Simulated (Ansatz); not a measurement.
in.yaml

```yaml
crystal:
  periodic: [false, false, false]
  atoms:
    - {symbol: Si, position_ang: [0.000000, 0.000000, 1.039822]}
    - {symbol: C, position_ang: [0.000000, 0.000000, -3.579178]}
    - {symbol: H, position_ang: [0.000000, 0.000000, 2.539355]}
basis:
  gaussian: {orbitals: 6-31G}
magnetization: {spin_polarized: false, initial_magnetization: 1}
correlation: {method: sc_nevpt2, electrons: all}
accuracy: high
```

```sh
$ ansatz run in.yaml --threads 1 --pin off --events-out ev --progress --plain --max-ram 2393MiB
```

(1) One thing in this input was set wrong on purpose, beside settings that are merely unusual. What is the gravest fault, and what does the program do?

Answers

(1) Method needs an active space. How the run ends: refused.
```
Error: this correlation method needs an active space: name one as the reference
```
